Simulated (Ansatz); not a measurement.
fcc Ir, treated with r²SCAN (PAW; Ansatz, a program for electronic structure).

Run with plane-wave cutoff 600 eV, 30×30×30 k mesh, Fermi–Dirac smearing 0.079 eV (set by the program), no spin polarisation, scalar-relativistic PAW data made under PBE.

The cell has the measured lattice: a = 3.8392 Å, b = 3.8392 Å, c = 3.8392 Å, α = 90.00°, β = 90.00°, γ = 90.00°.

Problem. Predict the Voigt–Reuss–Hill bulk modulus, Poisson ratio, Voigt–Reuss–Hill shear modulus (Hill average), elastic constant C11, elastic constant C12 and elastic constant C44.

Solution. 
- Voigt–Reuss–Hill bulk modulus = 385 GPa
- Poisson ratio = 0.239
- Voigt–Reuss–Hill shear modulus (Hill average) = 243 GPa
- elastic constant C11 = 644 GPa
- elastic constant C12 = 255 GPa
- elastic constant C44 = 281 GPa

Measured, for comparison: elastic constant C11 590 GPa, elastic constant C12 249 GPa, elastic constant C44 262 GPa (temperature not stated, no zero-point or thermal correction; as tabulated in Mehl and Papaconstantopoulos (1996), arXiv:mtrl-th/9602003). Computed (rounded) less measured: elastic constant C11 +9 %, elastic constant C12 +2 %, elastic constant C44 +7 %. A static lattice is as a rule a little smaller and stiffer than an uncorrected measurement, which narrows the difference in the elastic constant C11, elastic constant C12, elastic constant C44 and would widen misses of the other sign.

Note: the cell isn't this level's own, so it is under some stress, which shifts stiffness and frequencies.

Elastic constants are with the ions relaxed.

Spin–orbit coupling is not included.

Computed values are for the static lattice.

Cost on a shared machine: about 4 core-minutes (a rough figure).
